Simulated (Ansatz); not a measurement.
Z-matrix (Å, degrees):
```
C
C 1 1.330
H 1 1.084 2 121.5
H 1 1.079 2 119.4 3 179.9
O 2 1.351 1 126.2 3 0.0
C 2 1.481 1 121.2 3 -180.0
H 5 0.962 2 108.7 1 0.0
N 6 1.248 2 124.5 1 0.5
F 6 1.341 2 112.5 1 -179.5
H 8 1.017 6 111.6 2 -179.9
```

The species carries charge 0 and has multiplicity 1.

List the PBE0/def2-TZVPP orbital energies in eV (Ansatz). (Estimate.)

Ansatz gave: Occupied: -674.70, -523.93, -391.29, -281.82, -280.52, -278.30, -34.80, -30.32, -25.97, -21.97, -19.21, -16.69, -15.95, -14.35, -14.02, -13.92, -12.55, -11.78, -11.07, -11.04, -9.45, -8.77, -7.14. Lowest empty: -1.27, 0.85, 1.91, 2.24, 2.51, 3.01, 3.72, 4.90.
